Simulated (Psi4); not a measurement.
# MP2/jun-cc-pVTZ (density fitting, density fitting for correlation, sweep point 8) run of [B2H5]− (SMILES B[BH3-])

Aim: the vertical ionisation energy of [B2H5]− at MP2/jun-cc-pVTZ (density fitting, density fitting for correlation, sweep point 8), from 2 runs. 

The results are computed with Psi4 1.11.

37 further runs of the same task are left out: 32 that didn't finish, 5 set aside as unsound or not needed.

## (1) Starting point

[B2H5]−: 7 atoms, total charge -1, spin state singlet. SMILES: `B[BH3-]`. The shape is that of a GFN2-xTB optimisation.

Bond lengths: B1–B2 1.680 Å, B1–H3 1.204 Å, B1–H4 1.203 Å, B2–H5 1.241 Å, B2–H6 1.241 Å, B2–H7 1.240 Å. Angles: B1–B2–H5 110.6°, B1–B2–H6 110.4°, B1–B2–H7 115.9°, B2–B1–H3 126.5°, B2–B1–H4 123.5°, H5–B2–H6 105.3°, H5–B2–H7 107.0°, H6–B2–H7 107.0°, H3–B1–H4 110.0°.

## (2) A single-point energy at MP2/jun-cc-pVTZ (density fitting, density fitting for correlation, sweep point 8)

File job.dat:

```
memory 1600 mb

molecule {
  -1 1
  B      0.210010    -0.813600     0.474350
  B     -0.119910     0.613520    -0.349380
  H      1.262150    -1.128320     0.968990
  H     -0.606320    -1.678230     0.657480
  H     -0.531530     0.371570    -1.495060
  H     -1.042200     1.230100     0.207460
  H      0.827810     1.404960    -0.463840
  units angstrom
  symmetry c1
}

set {
  reference rhf
  puream true
  scf_type df
  num_frozen_docc 2
}

energy_value, wavefunction = energy("mp2/jun-cc-pVTZ", return_wfn=True)
```

On the command line:

```
psi4 -n 1 job.dat job.out
```

job.out:

```text
[...]
  Running in c1 symmetry.
[...]
  Nuclear repulsion =   26.045679649529131
[...]
  Multiplicity = 1
[...]
  Nalpha       = 8
  Nbeta        = 8
[...]
    Number of basis functions: 148
[...]
   @DF-RHF iter   1:   -52.10110311692102   -8.86687e-01   2.80920e-03 ADIIS/DIIS
[...]
   @DF-RHF iter  10:   -52.23569446864111   -1.12408e-11   4.28482e-09 DIIS
[...]
    Orbital Energies [Eh]
    ---------------------
    Doubly Occupied:
       1A     -7.375572     2A     -7.285721     3A     -0.513229
       4A     -0.413972     5A     -0.284154     6A     -0.201205
       7A     -0.184551     8A     -0.169359
[...]
  @DF-RHF Final Energy:   -52.23569446864111
   => Energetics <=
    Nuclear Repulsion Energy =             26.0456796495291307
    One-Electron Energy =                -123.7072213408561083
    Two-Electron Energy =                  45.4258472226858601
    Total Energy =                        -52.2356944686411140
[...]
 Multipole Moments:
 ------------------------------------------------------------------------------------
     Multipole            Electronic (a.u.)      Nuclear  (a.u.)        Total (a.u.)
 ------------------------------------------------------------------------------------
 L = 1.  Multiply by 2.5417464519 to convert [e a0] to [Debye]
 Dipole X            :          0.4755172           -0.2629686            0.2125486
 Dipole Y            :         -1.5041032            0.5839781           -0.9201250
 Dipole Z            :          0.8937883           -0.3647528            0.5290355
 Magnitude           :                                                    1.0824442
[...]
```

Run time: 6.6 s. Hardware: 1 thread of AMD EPYC 7R43 (Zen 3), shared host; peak memory 0.26 GiB.

## (3) Doublet neutral B2H5 at the same level

File b2h5.in:

```
memory 1.6 GB

molecule {
  0 2
  B      0.210010    -0.813600     0.474350
  B     -0.119910     0.613520    -0.349380
  H      1.262150    -1.128320     0.968990
  H     -0.606320    -1.678230     0.657480
  H     -0.531530     0.371570    -1.495060
  H     -1.042200     1.230100     0.207460
  H      0.827810     1.404960    -0.463840
  symmetry c1
}

set globals {
  basis jun-cc-pVTZ
  reference uhf
  puream true
  scf_type df
  num_frozen_docc 2
  maxiter 100
  soscf true
  soscf_start_convergence 0.001
}

energy_value, wavefunction = energy('mp2', return_wfn=True)
```

On the command line:

```
psi4 -i b2h5.in -o b2h5.out -n 1
```

b2h5.out:

```text
[...]
  Running in c1 symmetry.
[...]
  Nuclear repulsion =   26.045679649529131
[...]
  Multiplicity = 2
[...]
  Nalpha       = 8
  Nbeta        = 7
[...]
    Number of basis functions: 148
[...]
   @DF-UHF iter   1:   -51.98658603016953   -7.72170e-01   2.12045e-03 ADIIS/DIIS
[...]
   @DF-UHF iter  24:   -52.12937362229592   -1.18590e-11   3.18813e-09 SOSCF, nmicro=conv
[...]
   @S^2 Observed:                7.579994001E-01
[...]
    Orbital Energies [Eh]
    ---------------------
    Alpha Occupied:
       1A     -7.702547     2A     -7.580075     3A     -0.830863
       4A     -0.680449     5A     -0.550835     6A     -0.513971
       7A     -0.466170     8A     -0.438442
    Alpha Virtual:
       9A      0.021981    10A      0.032366    11A      0.052775
      12A      0.053259    13A      0.062721    14A      0.067978
      15A      0.073732    16A      0.074619    17A      0.126877
      18A      0.154786    19A      0.160354    20A      0.185495
      21A      0.196426    22A      0.209611    23A      0.211500
      24A      0.215728    25A      0.232183    26A      0.233309
[...]
  @DF-UHF Final Energy:   -52.12937362229592
   => Energetics <=
    Nuclear Repulsion Energy =             26.0456796495291307
    One-Electron Energy =                -119.5391634454981471
    Two-Electron Energy =                  41.3641101736730903
    Total Energy =                        -52.1293736222959225
  UHF NO Occupations:
  HONO-2 :    6  A 1.9991667
  HONO-1 :    7  A 1.9974859
[...]
 Multipole Moments:
 ------------------------------------------------------------------------------------
     Multipole            Electronic (a.u.)      Nuclear  (a.u.)        Total (a.u.)
 ------------------------------------------------------------------------------------
 L = 1.  Multiply by 2.5417464519 to convert [e a0] to [Debye]
 Dipole X            :          0.3865887           -0.2629686            0.1236201
 Dipole Y            :         -1.3041934            0.5839781           -0.7202153
 Dipole Z            :          0.7677677           -0.3647528            0.4030148
 Magnitude           :                                                    0.8345136
[...]
```

Run time: 27 s. Hardware: 1 thread of AMD EPYC 7R43 (Zen 3), shared host; peak memory 0.26 GiB.

## (4) Results

Level: MP2/jun-cc-pVTZ (density fitting, density fitting for correlation, sweep point 8), 2 core orbitals frozen.

| quantity | value |
| --- | --- |
| singlet [B2H5]−: total energy | -52.49597 Eh |
| singlet [B2H5]−: HOMO energy (Hartree–Fock orbitals) | -4.61 eV |
| singlet [B2H5]−: LUMO energy (Hartree–Fock orbitals) | 3.54 eV |
| singlet [B2H5]−: HOMO–LUMO gap (to an unbound level, set by the basis) | 8.15 eV |
| singlet [B2H5]−: correlation energy (2 core orbitals frozen) | -260.3 mEh |
| doublet neutral B2H5: total energy | -52.35307 Eh |
| doublet neutral B2H5: HOMO energy (Hartree–Fock orbitals) (highest over α and β) | -11.64 eV |
| doublet neutral B2H5: LUMO energy (Hartree–Fock orbitals) (lowest over α and β) | -1.35 eV |
| doublet neutral B2H5: correlation energy (2 core orbitals frozen) | -223.7 mEh |
| doublet neutral B2H5: ⟨S²⟩ of the reference determinant | 0.758 |
| vertical detachment energy (to the doublet neutral) | 3.889 eV |

In words: Removing an electron at fixed nuclei costs 3.89 eV (90 kcal/mol).
